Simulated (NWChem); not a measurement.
System: difluoromethane (CH$_{2}$F$_{2}$); SMILES FCF

```xyz
5

F      1.0976     0.0000    -0.2887
C      0.0000     0.0000     0.4996
F     -1.0976     0.0000    -0.2887
H      0.0000     0.9118     1.1031
H      0.0000    -0.9118     1.1031
```
Atoms are numbered in this order, from 1.

All runs: NWChem. The geometry was optimised at PBE0-D3(BJ)/def2-TZVP. Core excitations by TDA in a window of 1s orbitals, non-relativistic and unshifted: absolute energies depend strongly on the exact-exchange share.

For level C K edge, PBE0/cc-pVTZ:

| Item | Result |
|---|---|
| first 1s excitation (eV) | 281.9 |
| dipole oscillator strength of the first | 0.0295 |
| first state with f > 0.002 (eV) | 281.9 |
| dipole oscillator strength of that state | 0.0295 |

Q: What are these values for level C K edge, BHandHLYP/def2-TZVP?

A: 
- first 1s excitation (eV) = 289.3
- dipole oscillator strength of the first = 0.0734
- first state with f > 0.002 (eV) = 289.3
- dipole oscillator strength of that state = 0.0734
